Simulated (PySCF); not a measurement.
Cyclohexene, C6H10.
Numbering: `[CH:1]1=[CH:2][CH2:3][CH2:4][CH2:5][CH2:6]1` (hydrogens: H7 on C1; H8 on C2; H9, H10 on C3; H11, H12 on C4; H13, H14 on C5; H15, H16 on C6)

The closed-shell ground state was solved at several levels (PySCF, density fitting, gas phase, non-relativistic). Geometry: GFN2-xTB, one conformer, isolated molecule.

```tsv
level	basis functions	HOMO (eV)	LUMO (eV)	gap (eV)	dipole (D)
CAM-B3LYP/def2-SVPD	200	-8.25	1.38	9.63	0.31
PBE0/pcSseg-1	152	-6.93	0.72	7.65	0.31
```

Task: What might B3LYP/pcJ-1 (262 basis functions) give for the same quantities?

Result: HOMO -6.68 eV, LUMO 0.50 eV, gap 7.18 eV, dipole 0.29 D.

Task: Over all these levels, which gives the widest orbital gap and which the narrowest?

Result: CAM-B3LYP/def2-SVPD (range-separated hybrid) has the widest, 9.63 eV, and B3LYP/pcJ-1 (global hybrid, 20 % exact exchange) the narrowest, 7.18 eV. Functional and basis both differ between the two, so the spread mixes both effects.

Task: How far do the dipole and the HOMO energy spread over the levels?

Result: The dipole runs from 0.29 to 0.31 D (mean 0.30 D) and the HOMO from -8.25 to -6.68 eV.
